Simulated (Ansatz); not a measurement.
Reaction: HOCl (SMILES ClO) → HOCl+ (parent SMILES OCl, doublet) + e-
Each species at its own B3LYP-D3(BJ)/def2-TZVP minimum (Ansatz, an electronic-structure program).

Wanted: adiabatic ionisation energy (electronic), in eV. UHF or UKS for unpaired electrons; spin-orbit terms are left out. CBS(X,Y): correlation extrapolated as X^-3, Hartree-Fock from the larger set (Q,5: extrapolated as (X+1)exp(-9√X)). A bracket is a step between two methods taken in the basis named. Functionals run without relativity, which enters their misses. 'core' is core correlation in cc-pwCVTZ (1s frozen past Ne), 'X2C' scalar relativity in cc-pVTZ-DK, both at CCSD(T).

CCSD(T)/CBS(cc-pV(Q+d)Z,cc-pV(5+d)Z) + [CCSDT(Q) - CCSD(T)]/cc-pV(T+d)Z + core + X2C (Ansatz) gives 11.13 eV.

What does PBE/def2-TZVPD (Ansatz) give here, and how do the other levels compare?

PBE gives 10.76 eV, 0.37 eV below it. Differences of the others: r2SCAN/def2-TZVPD (Ansatz) -0.29; B3LYP/def2-TZVPD (Ansatz) -0.13; PBE0/def2-TZVPD (Ansatz) -0.24; CCSD(T)/CBS(cc-pV(Q+d)Z,cc-pV(5+d)Z) + core + X2C (Ansatz) 0.01 eV. Nearer than PBE: r2SCAN/def2-TZVPD, B3LYP/def2-TZVPD, PBE0/def2-TZVPD, CCSD(T)/CBS(cc-pV(Q+d)Z,cc-pV(5+d)Z) + core + X2C.
